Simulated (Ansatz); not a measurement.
Relaxation of AlH₇SSi (10 atoms, charge 0, multiplicity 1), to a largest force component of 0.03 eV/Å in at most 50 steps.

The calculation used RKS revPBE-D4/def2-SVP (Ansatz).

```xyz
10
Properties=species:S:1:pos:R:3:forces:R:3
Al -1.105 -1.514 0.124 -0.23 0.36 -0.01
Si 1.413 1.016 -0.435 1.03 0.29 -0.19
H -1.147 -2.259 -1.283 0.02 0.01 -0.04
H -0.216 -1.982 1.360 0.03 0.01 0.05
H 0.085 0.451 -0.196 -0.67 -0.35 0.10
S -2.521 0.212 0.357 -0.16 -0.37 0.01
H 1.277 2.280 -1.235 -0.04 0.00 0.00
H 2.062 1.303 0.889 -0.01 0.01 0.01
H 2.234 0.013 -1.196 0.03 0.01 0.00
H -2.083 0.480 1.617 0.00 0.04 0.07
```

Task: Where does it end, and by what steps?

Result: The run converged. After 15 steps the energy has fallen by 0.192 eV; H10 moved furthest, 0.74 Å.

```json
{"step": "0", "energy less start (eV)": "0.0000", "largest force component (eV/Å)": "1.027", "accepted": "yes"}
{"step": "1", "energy less start (eV)": "-0.0887", "largest force component (eV/Å)": "0.292", "accepted": "yes"}
{"step": "2", "energy less start (eV)": "-0.1286", "largest force component (eV/Å)": "0.246", "accepted": "yes"}
{"step": "3", "energy less start (eV)": "-0.1496", "largest force component (eV/Å)": "0.238", "accepted": "yes"}
{"step": "4", "energy less start (eV)": "-0.1594", "largest force component (eV/Å)": "0.171", "accepted": "yes"}
{"step": "5", "energy less start (eV)": "-0.1662", "largest force component (eV/Å)": "0.098", "accepted": "yes"}
{"step": "6", "energy less start (eV)": "-0.1673", "largest force component (eV/Å)": "0.041", "accepted": "yes"}
{"step": "7", "energy less start (eV)": "-0.1693", "largest force component (eV/Å)": "0.038", "accepted": "yes"}
{"step": "8", "energy less start (eV)": "-0.1692", "largest force component (eV/Å)": "0.236", "accepted": "no"}
{"step": "9", "energy less start (eV)": "-0.1746", "largest force component (eV/Å)": "0.049", "accepted": "yes"}
{"step": "10", "energy less start (eV)": "-0.1796", "largest force component (eV/Å)": "0.065", "accepted": "yes"}
{"step": "11", "energy less start (eV)": "-0.1831", "largest force component (eV/Å)": "0.152", "accepted": "yes"}
{"step": "12", "energy less start (eV)": "-0.1818", "largest force component (eV/Å)": "0.207", "accepted": "no"}
{"step": "13", "energy less start (eV)": "-0.1884", "largest force component (eV/Å)": "0.087", "accepted": "yes"}
{"step": "14", "energy less start (eV)": "-0.1912", "largest force component (eV/Å)": "0.040", "accepted": "yes"}
{"step": "15", "energy less start (eV)": "-0.1922", "largest force component (eV/Å)": "0.020", "accepted": "yes"}
```

```xyz
10
Properties=species:S:1:pos:R:3
Al -0.979 -1.115 0.076
Si 1.483 0.881 -0.495
H -0.903 -1.710 -1.403
H 0.118 -1.404 1.207
H -0.031 0.683 -0.460
S -2.914 -0.193 0.658
H 1.735 1.983 -1.484
H 1.919 1.267 0.886
H 2.112 -0.404 -0.938
H -2.540 0.013 1.953
```

Run time: 24 s on 2 threads of Arm Neoverse V1, with other jobs on the host, peak memory 0.13 GiB.
